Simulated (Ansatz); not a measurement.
# CH₂F₂, SMILES FCF: a ladder of methods at one geometry

Computed with Ansatz's Python interface.

`methods_ch2f2.py`
```python
# -*- coding: utf-8 -*-
from pathlib import Path

import ansatz
import numpy as np

molecule = (
    ansatz.Crystal.molecule()
    .atom('F', (-1.0268, 0.1849, 0.7304))
    .atom('C', (-0.0115, -0.0118, -0.0803))
    .atom('F', (1.0292, -0.188, 0.7171))
    .atom('H', (-0.1083, -0.9054, -0.6651))
    .atom('H', (0.1673, 0.8467, -0.7435))
)

model = molecule.calculation().basis(gaussian='cc-pVDZ')

print('functional    E (Ha)        dipole (D)   HOMO (eV)  LUMO (eV)')
for name in ['r2scan', 'hse06', 'hf', 'lc_wpbe', 'cam_b3lyp']:
    rep = model.functional(name).forces().orbitals().run(threads=1, pin='off', runs_dir='runs').report
    lines = Path(rep['orbitals_path']).read_text().splitlines()
    field_of = lambda key: [line.split('=')[1].strip() for line in lines if line.startswith(key)]
    orbitals = [(27.211386 * float(e), s, float(n)) for e, s, n in zip(field_of('Ene='), field_of('Spin='), field_of('Occup='))]
    homo = max(e for e, _, n in orbitals if n > 0.5)
    lumo = min(e for e, _, n in orbitals if n < 0.5)
    dipole = 4.803205 * np.linalg.norm(rep['charge_distribution']['dipole_moment_e_ang'])
    print(f'{name:10s} {rep["free_energy_ev"] / 27.211386246:14.6f} {dipole:9.3f} {homo:11.3f} {lumo:10.3f}')
```

Output of `python methods_ch2f2.py`:
```text
functional    E (Ha)        dipole (D)   HOMO (eV)  LUMO (eV)
r2scan        -238.877682     1.694      -7.938      2.333
hse06         -238.740378     1.745      -8.950      1.995
hf            -237.908742     2.156     -14.132      5.199
lc_wpbe       -238.853573     1.773     -12.163      4.665
cam_b3lyp     -238.915423     1.759     -10.850      3.199
```

What to keep in mind:
- Total energies depend on the basis set; only differences at equal settings carry meaning.
- The geometry is a force-field or estimated start, not a minimum of this method, and the basis set is short of its limit. A lower total doesn't mark the better method: functionals have no common bound, and MP2 and coupled cluster aren't variational.
- Levels such as HOMO and LUMO are orbital energies: with these approximate functionals they aren't the ionisation energy and electron affinity, and their gap isn't the fundamental gap.
- hse06 follows the composition of plane-wave codes, whose totals differ by tens of mHa, up to about 0.1 Ha, from the form usual in Gaussian-basis programs (wpbeh).
- Timing: 5.7 s on 1 thread of Arm Neoverse V1, with other jobs on the host, peak memory 0.18 GiB.
